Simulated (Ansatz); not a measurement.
Mulliken charges of C₂H₂F₂O, SMILES `FC1(F)CO1` from PBE/def2-TZVPP in Ansatz (PBE0-D4/def2-TZVP geometry).

```json
{"atom": "F1", "x (Å)": "0.262", "y (Å)": "-1.765", "z (Å)": "-0.090", "charge (e)": "-0.141"}
{"atom": "C2", "x (Å)": "-0.002", "y (Å)": "-0.544", "z (Å)": "0.371", "charge (e)": "0.376"}
{"atom": "F3", "x (Å)": "-0.779", "y (Å)": "-0.660", "z (Å)": "1.445", "charge (e)": "-0.141"}
{"atom": "C4", "x (Å)": "-0.042", "y (Å)": "0.613", "z (Å)": "-0.488", "charge (e)": "-0.066"}
{"atom": "O5", "x (Å)": "1.036", "y (Å)": "0.311", "z (Å)": "0.460", "charge (e)": "-0.227"}
{"atom": "H6", "x (Å)": "-0.655", "y (Å)": "1.464", "z (Å)": "-0.212", "charge (e)": "0.100"}
{"atom": "H7", "x (Å)": "0.241", "y (Å)": "0.515", "z (Å)": "-1.531", "charge (e)": "0.100"}
```

Task: By hand: the dipole of these point charges (1 e Å = 4.8032 D).

Result: Σ q r = (-0.202, 0.224, -0.298) e Å, of length 0.424 e Å = 2.04 D.

Task: How does the dipole of the full density compare? (Estimate.)

Result: Ansatz gave: (-0.185, 0.271, -0.320) e Å, 2.20 D; the point charges give 0.93 times that, at 6° from its direction.

Point charges leave out the atoms' own dipoles, such as those of lone pairs, and Mulliken's split depends on the basis, so the close match here is no proof of good charges.
